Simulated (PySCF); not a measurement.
## AlH2(SiH3): 4 charge schemes on one density

Species: AlH2(SiH3).
Geometry (PBE0-D3(BJ)/def2-SVP, Å), atoms numbered from 1 in this order:
```
atom  x, y, z in Å
Al1    0.7001    1.2216    0.0115
H2     2.2926    1.2404    0.0435
H3    -0.0829    2.6078   -0.0376
Si4   -0.5237   -0.9113    0.0092
H5    -1.8736   -0.7867    0.6479
H6     0.2282   -1.9915    0.7257
H7    -0.7406   -1.3804   -1.4002
```

Density: PBE0/pcSseg-1 (pcSseg-2 on Al) (PySCF); schemes: Mulliken, IAO, Hirshfeld and ESP-fitted. Geometry: PBE0-D3(BJ)/def2-SVP; no solvent, vibrations or thermal averaging.

Problem. Which atoms carry the highest charge in the Mulliken, IAO, Hirshfeld and ESP-fitted schemes?

Solution. All schemes agree: Mulliken Al1 (+0.499); IAO Al1 (+0.525); Hirshfeld Al1 (+0.442); ESP-fitted Al1 (+0.822).

Problem. Which atoms carry the lowest charge in the Mulliken, IAO, Hirshfeld and ESP-fitted schemes?

Solution. All schemes agree: Mulliken H2 and H3 (-0.170); IAO H2 and H3 (-0.191); Hirshfeld H2 and H3 (-0.169); ESP-fitted H2 and H3 (-0.297).

Problem. At which atom do the 4 schemes differ most?

Solution. At Al1: from +0.442 (Hirshfeld) to +0.822 e (ESP-fitted), 0.380 e apart.

Problem. Give the atomic charges in each scheme.

Solution. In e:

```csv
atom,environment,Mulliken,IAO,Hirshfeld,ESP-fitted
Al1,aluminium bonded to Si and 2 H,+0.499,+0.525,+0.442,+0.822
H2,hydrogen on Al1,-0.170,-0.191,-0.169,-0.297
H3,hydrogen on Al1,-0.170,-0.191,-0.169,-0.297
Si4,silicon bonded to Al and 3 H,+0.023,+0.115,+0.125,-0.212
H5,hydrogen on Si4,-0.060,-0.087,-0.077,-0.007
H6,hydrogen on Si4,-0.060,-0.087,-0.077,-0.008
H7,hydrogen on Si4,-0.062,-0.084,-0.075,-0.001
```

Mean size of the charges over all atoms: ESP-fitted 0.235 e, IAO 0.183 e, Hirshfeld 0.162 e, Mulliken 0.149 e. Each set sums to the total charge, 0, to within 0.001 e. The Mulliken scheme counts on each atom the diagonal of the density matrix times the overlap matrix over that atom's basis functions.

Problem. How many electrons does the Hirshfeld scheme count on Al1?

Solution. Z − q = 13 − (+0.442) = 12.558.

Problem. Sum the charges by element, for elements with more than one atom.

Solution. 
```json
{"element": "H", "atoms": "5", "Mulliken": "-0.521", "IAO": "-0.640", "Hirshfeld": "-0.567", "ESP-fitted": "-0.610"}
```
